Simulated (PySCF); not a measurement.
A spin–spin coupling run with PySCF 2.14.0 with density-fitted response routines (density fitting, non-relativistic, gas phase) on `C1C(=C)[C@@H](O)C1`, C5H8O:

```
{"job": {"kind": "j", "xc": "PBE0", "basis": "pcJ-1"}, "charge": 0, "multiplicity": 1}
C      1.710204     0.884814     0.665716
C      0.523142     0.603642     0.139979
C     -0.823383     1.288697     0.113307
C     -1.452839    -0.125251     0.114285
C     -0.101746    -0.687204    -0.359415
O      0.275544    -1.909852     0.183836
H      1.930597     1.862050     1.104582
H      2.503574     0.131364     0.690281
H     -1.063150     1.964552     0.947158
H     -1.004135     1.823147    -0.834311
H     -1.642187    -0.474525     1.139829
H     -2.337624    -0.312310    -0.510714
H     -0.078761    -0.706344    -1.469889
H      1.100882    -2.185534    -0.226948
```

Hardware: 1 thread of an Arm Neoverse V1, shared host. The job also computes field gradients.

**Question.** How large is the calculation?

**Answer.** 46 electrons, 242 basis functions and 863 auxiliary functions.

**Question.** How long does it take?

**Answer.** 34 s of wall time, with 14 SCF cycles. Times on a shared host scatter by some tens of per cent.

**Question.** And these other runs on the same molecule and hardware: spin–spin coupling at B97-2/pcJ-1; spin–spin coupling at KT2/pcJ-1; spin–spin coupling at LDA/pcJ-1; spin–spin coupling at PBE/pcJ-1?

**Answer.** B97-2/pcJ-1: 242 functions, 34 s; KT2/pcJ-1: 242 functions, 34 s; LDA/pcJ-1: 242 functions, 24 s; PBE/pcJ-1: 242 functions, 31 s.
